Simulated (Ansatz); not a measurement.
Input file:

```yaml
crystal:
  periodic: [false, false, false]
  atoms:
    - {symbol: Al, position_ang: [0.050156, -0.096002, 0.690078]}
    - {symbol: C, position_ang: [-0.114718, 0.095185, -1.255168]}
    - {symbol: H, position_ang: [-0.038097, 1.230971, 1.567929]}
    - {symbol: H, position_ang: [0.045011, -0.940316, -1.785053]}
    - {symbol: H, position_ang: [0.822665, 0.562368, -1.658921]}
    - {symbol: H, position_ang: [-0.805229, 0.582631, -1.639955]}
basis:
  gaussian: {orbitals: STO-3G}
magnetization: {spin_polarized: false, initial_magnetization: 1}
correlation: {active_space: {window: {electrons: 7, orbitals: 6}, fixed_orbitals: true}}
accuracy: high
```

```sh
$ ansatz run in.yaml --threads 1 --pin off --events-out ev --progress --plain --max-ram 2393MiB
```

Task: Roughly how long does this take on 1 thread of Arm Neoverse V2, shared host, and how much host memory?

Result: 0.09 s wall and 0.06 GiB.

```
310 factors; integrals over basis functions are off by at most 2.0e-9 eV
mean field evaluation 1: about -7581.0097 eV, gradient 1.1e1 eV
mean field evaluation 2: about -7581.0588 eV, gradient 1.1e1 eV
mean field evaluation 4: about -7582.1211 eV, gradient 9.7e-1 eV
mean field evaluation 8: about -7582.1310 eV, gradient 1.0e-5 eV
mean field -7582.13095566 eV, -278.6381732675 hartree, gradient 9.7e-8 eV, S^2 0.750000; 0 other end points of the search recorded, 0 dependent functions left out
reference -7582.13095566 eV, -278.6381732675 hartree; 12, 11 occupied and 6, 7 virtual orbitals, 310 factors
state -7582.45453432 eV, -278.6500645640 hartree
Total energy: -7582.45453432 eV, -278.6500645640 hartree
```
